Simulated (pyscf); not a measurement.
Structures and frequencies: ωB97X-D3(BJ)/def2-SVP in PySCF.

Q: Estimate by transition-state theory (the high-pressure limit) the rate constant of H₃Si–SiH₂–SiH₂–SiH₃ (SMILES [SiH3][SiH2][SiH2][SiH3]) → H₃Si–SiH=SiH–SiH₃ (SMILES [SiH3][SiH]=[SiH][SiH3]) + H₂ (SMILES [H][H]) (singlet surface; H–Si, H–Si broken, H–H formed) at 1200 K, with ωB97M-D3(BJ)/def2-TZVP energies (ideal gas, 1 atm, RRHO with modes under 100 cm⁻¹ raised to 100, one conformer, R ln 2 for rigid chiral ones; no tunnelling).

A: The electronic barrier is 73.6 kcal/mol and the thermal terms add -2.8, so ΔG‡ = 70.8 kcal/mol. With k_BT/h = 2.50e+13 s⁻¹ and RT = 2.385 kcal/mol, k = 3.2e+00 s⁻¹, a half-life of 2.1e-01 s through this channel alone. Wigner's tunnelling factor for 1113i cm⁻¹ would be 1.07. A shift of 1 kcal/mol in the barrier changes k by a factor 1.5. At the saddle there is also a short H–Si contact that neither side keeps. H₃Si–SiH=SiH–SiH₃ lies 29.7 kcal/mol over its isomer cyclic H₈Si₄ (SMILES [SiH2]1[SiH2][SiH2][SiH2]1), and others may lie lower still (electronic energy, ωB97M-D3(BJ)). This is the saddle that the search found; another between the same sides may lie lower.
